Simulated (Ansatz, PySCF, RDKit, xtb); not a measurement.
**CH5NO+: from the formula to a structure**

Only the formula CH5NO+ is given (charge +1, odd number of electrons). Aim: find the structure of lowest free energy at 298.15 K, then its properties.

The funnel: GFN2-xTB relaxations, single points with a density functional, relaxations at r2SCAN-D4/def2-SVP, harmonic vibrations, and a last energy at a higher level. All values are calculated.

3 further runs of the same task are left out: 3 set aside as unsound or not needed.

## Step 1: Drawing up candidates

All bonding patterns within simple valence rules are listed by program: one Lewis structure each, at most two rings and one unusual centre or charged pair. O–O, O–halogen and N–halogen bonds and N–N–N chains are not drawn. That gives 11 candidates.

| label | SMILES | spin |
| --- | --- | --- |
| c095 | C[NH2+][O] | doublet |
| c147 | [CH2]O[NH3+] | doublet |
| c174 | [CH2][NH2+]O | doublet |
| c196 | N[CH][OH2+] | doublet |
| c419 | C[N][OH2+] | doublet |
| c540 | [CH2][OH+]N | doublet |
| c578 | [NH]C[OH2+] | doublet |
| c581 | [NH3+]C[O] | doublet |
| c708 | [CH2]N[OH2+] | doublet |
| c861 | [NH3+][CH]O | doublet |
| c961 | C[OH+][NH] | doublet |

Candidates are built by distance geometry, with a force field where one applies, in up to four conformers (letters a to d).

Q: Predict the outcome of this search (final energies at CCSD(T)/def2-SVP + MP2/def2-TZVPP - MP2/def2-SVP).

| quantity | value |
| --- | --- |
| lowest structure found | [NH3+][CH]O, doublet, C1 |
| next finalist | [NH3+]C[O], doublet, 7.7 kcal/mol higher in G |
| share at equilibrium, among the finalists | 100.0 % |
| harmonic wavenumbers, lowest and highest (r2SCAN-D4/def2-SVP) | 92 and 3727 cm⁻¹ |
| rotational constants, same geometry | 1.489, 0.3086, 0.2745 cm⁻¹ |
| HOMO energy (highest over α and β) (PBE0/def2-TZVPD) | -12.48 eV |
| LUMO energy (lowest over α and β) (PBE0/def2-TZVPD) | -7.41 eV |
| lowest excitation (TD-CAM-B3LYP/def2-SVPD) | 5.32 eV (f = 0.003) |
| strongest of the states computed, same level | 7.86 eV (f = 0.044) |
| vertical ionisation energy (to the singlet ion of charge +2) | 15.30 eV |
| vertical recombination energy (electron added) | 5.26 eV |
| vertical quartet less doublet | +8.47 eV |

`[NH3+][CH]O` comes out lowest. The margin of 7.7 kcal/mol over the next finalist is beyond the usual error of the last level; it says nothing of structures that weren't ranked. r2SCAN-D4/def2-SVP, relaxed and MP2/def2-SVP already put its bonding pattern lowest among the structures in one piece; HF/def2-SVP favours the doublet [NH3][CH2][O] ‡. The stability test raises a flag; for an open shell a flag towards a general spinor solution can be the free rotation of the spin. The search is not exhaustive (a finite list of starts, one conformer a finalist), so a lower isomer can't be ruled out. Patterns outside the rules of the enumeration were met only by chance.

‡ marks the bonded skeleton alone, with all bonds drawn single: no Lewis structure was assigned that passes a check against the bond lengths.
